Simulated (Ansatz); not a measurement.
Ladder of methods for the elastic constant C12 of rock-salt HfN

Reference value: 119 GPa (measured, temperature not stated, not corrected to a static lattice; as tabulated in Wu et al. (2005), arXiv:cond-mat/0412374).

```csv
level (code),value (GPa),cell (Å³/atom)
LDA (Ansatz),115,11.15
PBE (Ansatz),110,11.76
PBE-D3(BJ) (Ansatz),?,11.52
r²SCAN (Ansatz),119,11.58
HSE06 (Ansatz),117,11.54
```

Task: Complete the blanks.

Result: 
- PBE-D3(BJ) (Ansatz, a program for electronic structure), value (GPa): 106

Differences against the reference: LDA -3.4 %, PBE -7.6 %, PBE-D3(BJ) -10.9 %, r²SCAN 0.0 %, HSE06 -1.7 %.

The reference's temperature isn't stated, so close values are not ranked against it.

The measured value isn't corrected to a static lattice, so vibrations enter the comparison.  Density-functional levels without +SOC have no spin–orbit coupling. PBE-D3(BJ): the dispersion coefficients are held fixed in the derivatives. HSE06: hybrids on metals are sensitive to the k mesh. HSE06: the run warned that the count of filled bands differs between k points. Each level is taken at its own relaxed cell. Cutoffs and k meshes differ between the levels. Ansatz's density-functional and Hartree–Fock values are scalar-relativistic unless marked +SOC, with PAW data made under PBE.

Differences are worked out from the printed values.
